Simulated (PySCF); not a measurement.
A structure optimised at PBE-D3(BJ)/def2-TZVP, used in a PySCF frequency run:

```xyz
9

C      1.3792     0.0000     0.5123
S      0.0000     0.0000    -0.6607
C     -1.3792     0.0000     0.5123
H      1.3632     0.8989     1.1451
H      2.3041     0.0000    -0.0786
H      1.3632    -0.8989     1.1451
H     -1.3632     0.8989     1.1451
H     -2.3041     0.0000    -0.0786
H     -1.3632    -0.8989     1.1451
```
Charge 0, spin multiplicity 1.

Problem. Write its SMILES, formula and point group.

Solution. CSC, C2H6S, C2v

Problem. What are its rotational constants (standard atomic weights)?

Solution. 17.706, 7.5262, 5.6672 GHz
